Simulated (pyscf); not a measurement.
**Multi-bond step: SnH₄ + HCl → SnH₂ [singlet] + H₂ + HCl**

Gas phase, singlet surface, charge 0. Bonds broken: Sn1–H4, Sn1–H7, H2–Cl6. Bonds formed: H2–H4, Cl6–H7. Optimised with ωB97X-D3(BJ)/def2-SVP in PySCF.

Transition state (Å):

```xyz
7

Sn     0.6817     0.3853     1.0388
H     -0.3761     0.2916    -0.9930
H      2.1458     1.2710     0.8673
H      0.4589    -0.0195    -0.9254
H      1.1737    -1.2005     1.4871
Cl    -2.0111     0.9984    -0.7362
H     -1.0126     0.9721     0.7227
```

One imaginary mode, 1276i cm⁻¹; descent along it reached the two sides named, in the forms told below.

| bond | change | reactant side (Å) | saddle | product side |
|---|---|---|---|---|
| Sn1–H4 | breaks | 1.710 | 2.018 | 2.433 |
| Sn1–H7 | breaks | 1.703 | 1.821 | 2.8 |
| H2–Cl6 | breaks | 1.284 | 1.800 | 2.9 |
| H2–H4 | forms | 2.7 | 0.894 | 0.771 |
| Cl6–H7 | forms | 3.6 | 1.768 | 1.292 |

Electronic energies relative to the separated reactants (kJ/mol):

```
level                   barrier  reaction energy  reverse barrier
----------------------  -------  ---------------  ---------------
ωB97X-D3(BJ)/def2-TZVP    189.3           +109.0             80.3
PBE/def2-TZVP             129.0            +87.5             41.6
r²SCAN/def2-TZVP          146.9           +101.1             45.8
B3LYP-D3(BJ)/def2-TZVP    155.1            +81.5             73.5
PBE0-D3(BJ)/def2-TZVP     157.1           +103.0             54.1
M06-2X/def2-TZVP          172.4            +86.9             85.4
ωB97M-D3(BJ)/def2-TZVP    190.8            +95.5             95.3
HF/def2-TZVP              274.1            +94.7            179.4
```

With ωB97M-D3(BJ)/def2-TZVP energies and thermal terms (ideal gas, 1 atm, RRHO with modes under 100 cm⁻¹ raised to 100, one conformer, R ln 2 for chiral ones without a mode under 150 cm⁻¹), in kJ/mol:

```tsv
T (K)	ΔH‡	ΔG‡	ΔH	ΔG
298	185.3	217.1	+85.9	+46.5
600	185.5	249.5	+88.1	+5.4
900	187.3	281.2	+87.1	-35.8
1200	189.5	312.1	+84.4	-76.4
```

On the product side the descent ends in a complex, 32.8 kJ/mol under the separated species and 113.1 kJ/mol under the saddle at ωB97X-D3(BJ)/def2-TZVP. The same reactants have a lower exit, to Cl–SnH₃ + H₂ (barrier +125.6 kJ/mol at ωB97M-D3(BJ)/def2-TZVP, against +190.8 kJ/mol here). One saddle was located; it need not be the lowest between these sides. Elements past Kr carry the def2 core potentials, without spin-orbit coupling.
